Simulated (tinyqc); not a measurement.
Inside a calculation. Method: G0W0 on RHF in the sto-6g basis, for H2O, spin multiplicity 1. One step of it, computed by the program tinyqc.

Problem. Iteration 1: building the Fock matrix. J_ij = sum D_kl (ij|kl), K_ij = sum D_kl (ik|jl); F = H + J - 0.5 K; E = tr D H + tr D J / 2 - 0.25 tr D K + E_nn.

D at the start:
```
            1O 1s      1O 2s    1O 2px     1O 2py     1O 2pz      2H 1s      3H 1s
1O 1s    2.138303  -0.481714  0.000000   0.000000   0.014837  -0.012722  -0.012722
1O 2s   -0.481714   2.094445  0.000000   0.000000  -0.084659   0.043518   0.043518
1O 2px   0.000000   0.000000  1.307658   0.000000   0.000000   0.000000   0.000000
1O 2py   0.000000   0.000000  0.000000   1.189334   0.000000   0.113794  -0.113794
1O 2pz   0.014837  -0.084659  0.000000   0.000000   1.226719   0.068182   0.068182
2H 1s   -0.012722   0.043518  0.000000   0.113794   0.068182   0.991395   0.070339
3H 1s   -0.012722   0.043518  0.000000  -0.113794   0.068182   0.070339   0.991395
```

core Hamiltonian H = T + V (hartree):
```
             1O 1s      1O 2s     1O 2px     1O 2py     1O 2pz      2H 1s      3H 1s
1O 1s   -32.920083  -7.275900   0.000000   0.000000  -0.017754  -1.355051  -1.355051
1O 2s    -7.275900  -9.140075   0.000000   0.000000  -0.203991  -3.075749  -3.075749
1O 2px    0.000000   0.000000  -7.386502   0.000000   0.000000   0.000000   0.000000
1O 2py    0.000000   0.000000   0.000000  -7.491641   0.000000  -1.632372   1.632372
1O 2pz   -0.017754  -0.203991   0.000000   0.000000  -7.474787  -1.559292  -1.559292
2H 1s    -1.355051  -3.075749   0.000000  -1.632372  -1.559292  -4.669226  -1.347502
3H 1s    -1.355051  -3.075749   0.000000   1.632372  -1.559292  -1.347502  -4.669226
```

Two-electron integrals (ij|kl) in chemists' order, unique and non-zero (hartree):
```
(11|11) 4.787491    (21|11) 0.675884    (21|21) 0.121505    (22|11) 1.117379
(22|21) 0.249212    (22|22) 0.817383    (31|31) 0.025762    (32|31) 0.039145
(32|32) 0.180664    (33|11) 1.117381    (33|21) 0.249212    (33|22) 0.817382
(33|33) 0.880663    (41|41) 0.025762    (42|41) 0.039145    (42|42) 0.180664
(43|43) 0.047461    (44|11) 1.117381    (44|21) 0.249212    (44|22) 0.817382
(44|33) 0.785741    (44|44) 0.880663    (51|51) 0.025762    (52|51) 0.039145
(52|52) 0.180664    (53|53) 0.047461    (54|54) 0.047461    (55|11) 1.117381
(55|21) 0.249212    (55|22) 0.817382    (55|33) 0.785741    (55|44) 0.785741
(55|55) 0.880663    (61|11) 0.133188    (61|21) 0.022955    (61|22) 0.046070
(61|33) 0.045971    (61|41) 0.000829    (61|42) 0.001622    (61|44) 0.046132
(61|51) 0.000760    (61|52) 0.001486    (61|54) 0.000147    (61|55) 0.046106
(61|61) 0.004420    (62|11) 0.331166    (62|21) 0.074931    (62|22) 0.273042
(62|33) 0.268456    (62|41) 0.004432    (62|42) 0.033041    (62|44) 0.275934
(62|51) 0.004061    (62|52) 0.030277    (62|54) 0.006853    (62|55) 0.274735
(62|61) 0.014240    (62|62) 0.114643    (63|31) 0.008227    (63|32) 0.046636
(63|43) 0.006778    (63|53) 0.006211    (63|63) 0.015994    (64|11) 0.178911
(64|21) 0.041047    (64|22) 0.159516    (64|33) 0.152386    (64|41) 0.010337
(64|42) 0.064747    (64|44) 0.170200    (64|51) 0.001934    (64|52) 0.016595
(64|54) 0.010112    (64|55) 0.155961    (64|61) 0.008148    (64|62) 0.081422
(64|64) 0.073162    (65|11) 0.163945    (65|21) 0.037613    (65|22) 0.146172
(65|33) 0.139639    (65|41) 0.001934    (65|42) 0.016595    (65|44) 0.143540
(65|51) 0.009999    (65|52) 0.061844    (65|54) 0.010353    (65|55) 0.155337
(65|61) 0.007466    (65|62) 0.074611    (65|64) 0.052386    (65|65) 0.063998
(66|11) 0.482534    (66|21) 0.111212    (66|22) 0.464244    (66|33) 0.445944
(66|41) 0.008334    (66|42) 0.085551    (66|44) 0.475785    (66|51) 0.007637
(66|52) 0.078395    (66|54) 0.027345    (66|55) 0.471001    (66|61) 0.021339
(66|62) 0.249910    (66|64) 0.202485    (66|65) 0.185547    (66|66) 0.774999
(71|11) 0.133188    (71|21) 0.022955    (71|22) 0.046070    (71|33) 0.045971
(71|41) -0.000829   (71|42) -0.001622   (71|44) 0.046132    (71|51) 0.000760
(71|52) 0.001486    (71|54) -0.000147   (71|55) 0.046106    (71|61) 0.004362
(71|62) 0.013816    (71|64) 0.007211    (71|65) 0.007246    (71|66) 0.020484
(71|71) 0.004420    (72|11) 0.331166    (72|21) 0.074931    (72|22) 0.273042
(72|33) 0.268456    (72|41) -0.004432   (72|42) -0.033041   (72|44) 0.275934
(72|51) 0.004061    (72|52) 0.030277    (72|54) -0.006853   (72|55) 0.274735
(72|61) 0.013816    (72|62) 0.094044    (72|64) 0.045989    (72|65) 0.059634
(72|66) 0.168911    (72|71) 0.014240    (72|72) 0.114643    (73|31) 0.008227
(73|32) 0.046636    (73|43) -0.006778   (73|53) 0.006211    (73|63) 0.012743
(73|73) 0.015994    (74|11) -0.178911   (74|21) -0.041047   (74|22) -0.159516
(74|33) -0.152386   (74|41) 0.010337    (74|42) 0.064747    (74|44) -0.170200
(74|51) -0.001934   (74|52) -0.016595   (74|54) 0.010112    (74|55) -0.155961
(74|61) -0.007211   (74|62) -0.045989   (74|64) -0.010222   (74|65) -0.028525
(74|66) -0.073538   (74|71) -0.008148   (74|72) -0.081422   (74|74) 0.073162
(75|11) 0.163945    (75|21) 0.037613    (75|22) 0.146172    (75|33) 0.139639
(75|41) -0.001934   (75|42) -0.016595   (75|44) 0.143540    (75|51) 0.009999
(75|52) 0.061844    (75|54) -0.010353   (75|55) 0.155337    (75|61) 0.007246
(75|62) 0.059634    (75|64) 0.028525    (75|65) 0.049940    (75|66) 0.117290
(75|71) 0.007466    (75|72) 0.074611    (75|74) -0.052386   (75|75) 0.063998
(76|11) 0.132252    (76|21) 0.030273    (76|22) 0.120555    (76|33) 0.117513
(76|44) 0.119494    (76|51) 0.002511    (76|52) 0.022609    (76|55) 0.124659
(76|61) 0.005707    (76|62) 0.051645    (76|64) 0.031642    (76|65) 0.037786
(76|66) 0.120065    (76|71) 0.005707    (76|72) 0.051645    (76|74) -0.031642
(76|75) 0.037786    (76|76) 0.029299    (77|11) 0.482534    (77|21) 0.111212
(77|22) 0.464244    (77|33) 0.445944    (77|41) -0.008334   (77|42) -0.085551
(77|44) 0.475785    (77|51) 0.007637    (77|52) 0.078395    (77|54) -0.027345
(77|55) 0.471001    (77|61) 0.020484    (77|62) 0.168911    (77|64) 0.073538
(77|65) 0.117290    (77|66) 0.330247    (77|71) 0.021339    (77|72) 0.249910
(77|74) -0.202485   (77|75) 0.185547    (77|76) 0.120065    (77|77) 0.774999
```

nuclear repulsion = 8.24706780 hartree

Give: Coulomb J; exchange K; Fock matrix F; total energy of this density.

Solution.

Coulomb J (hartree):
```
          1O 1s   1O 2s  1O 2px   1O 2py  1O 2pz   2H 1s    3H 1s
1O 1s   17.2394  3.0437  0.0000   0.0000  0.0139  0.5805   0.5805
1O 2s    3.0437  8.0000  0.0000   0.0000  0.1588  2.7063   2.7063
1O 2px   0.0000  0.0000  7.9637   0.0000  0.0000  0.0000   0.0000
1O 2py   0.0000  0.0000  0.0000   8.0224  0.0000  1.5862  -1.5862
1O 2pz   0.0139  0.1588  0.0000   0.0000  8.0137  1.5050   1.5050
2H 1s    0.5805  2.7063  0.0000   1.5862  1.5050  4.8629   1.2267
3H 1s    0.5805  2.7063  0.0000  -1.5862  1.5050  1.2267   4.8629
```

exchange K (hartree):
```
         1O 1s   1O 2s  1O 2px   1O 2py  1O 2pz   2H 1s    3H 1s
1O 1s   9.9435  1.5500  0.0000   0.0000  0.0157  0.3362   0.3362
1O 2s   1.5500  2.7120  0.0000   0.0000  0.1416  1.1388   1.1388
1O 2px  0.0000  0.0000  1.7080   0.0000  0.0000  0.0000   0.0000
1O 2py  0.0000  0.0000  0.0000   1.7981  0.0000  0.5152  -0.5152
1O 2pz  0.0157  0.1416  0.0000   0.0000  1.7859  0.5419   0.5419
2H 1s   0.3362  1.1388  0.0000   0.5152  0.5419  1.3190   0.5424
3H 1s   0.3362  1.1388  0.0000  -0.5152  0.5419  0.5424   1.3190
```

Fock matrix F (hartree):
```
           1O 1s    1O 2s   1O 2px   1O 2py   1O 2pz    2H 1s    3H 1s
1O 1s   -20.6524  -5.0072   0.0000   0.0000  -0.0117  -0.9427  -0.9427
1O 2s    -5.0072  -2.4961   0.0000   0.0000  -0.1160  -0.9389  -0.9389
1O 2px    0.0000   0.0000  -0.2768   0.0000   0.0000   0.0000   0.0000
1O 2py    0.0000   0.0000   0.0000  -0.3682   0.0000  -0.3038   0.3038
1O 2pz   -0.0117  -0.1160   0.0000   0.0000  -0.3540  -0.3252  -0.3252
2H 1s    -0.9427  -0.9389   0.0000  -0.3038  -0.3252  -0.4659  -0.3920
3H 1s    -0.9427  -0.9389   0.0000   0.3038  -0.3252  -0.3920  -0.4659
```

total energy of this density = -75.960323 hartree

This density is the starting one; it is not idempotent, so its energy is not variational and may lie below the converged one.
